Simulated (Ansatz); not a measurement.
System (SMILES): P#P (P2).
Atoms: P1, P2. Bonds: P1-P2.

How fast the highest harmonic wavenumber converges with the basis for several methods (Ansatz, a first-principles code): deviation from each method's own reference, in cm⁻¹. References: B3LYP 810 cm⁻¹, the value in def2-QZVPPD; CCSD(T) 783 cm⁻¹, the value in def2-QZVPP; HF 914 cm⁻¹, the value in def2-QZVPPD; MP2 741 cm⁻¹, the value in def2-QZVPP; PBE 782 cm⁻¹, the value in def2-QZVPPD. Cartesian d functions, on some or all atoms, in 6-31G*, 6-311G**, 6-311+G**; all else is spherical. In correlated methods cores are frozen. A restricted Hartree-Fock determinant is unstable towards unrestricted orbitals. No added dispersion term, no relativity. Each level at its own minimum, unscaled; the references are large sets that could be run, not limits.

| basis | functions | B3LYP | CCSD(T) | HF | MP2 | PBE |
|---|---|---|---|---|---|---|
| def2-SVP | 36 | 2 | -8 | 10 | -11 | 1 |
| 6-31G* | 38 | -13 | -18 | -6 | -26 | -11 |
| 6-311G** | 54 | -12 | -19 | -6 | -26 | -11 |
| 6-311+G** | 62 | -11 | -18 | -6 | -25 | -10 |
| aug-cc-pV(D+d)Z | 64 | -3 | -26 | -2 | -24 | -3 |
| pcseg-2 | 68 | -3 | 2 | -1 | 2 | -3 |
| def2-TZVP | 74 | 0 | -10 | 0 | -8 | 0 |
| def2-TZVPPD | 96 | 1 | -7 | 1 | -5 | 1 |
| jun-cc-pV(T+d)Z | 96 | -1 | -11 | -1 | -9 | 0 |
| aug-cc-pV(T+d)Z | 110 | -1 | -11 | -2 | -10 | 0 |
| cc-pCVTZ | 118 | -1 | -10 | 0 | -9 | -1 |
| def2-QZVPP | 140 | 0 | 0 | 0 | 0 | 0 |

Mean absolute deviation over 6-311G**, 6-311+G**, pcseg-2, def2-TZVP, def2-TZVPPD, jun-cc-pV(T+d)Z, aug-cc-pV(T+d)Z, cc-pCVTZ: HF 2, PBE 3, B3LYP 4, CCSD(T) 11, MP2 12 cm⁻¹.
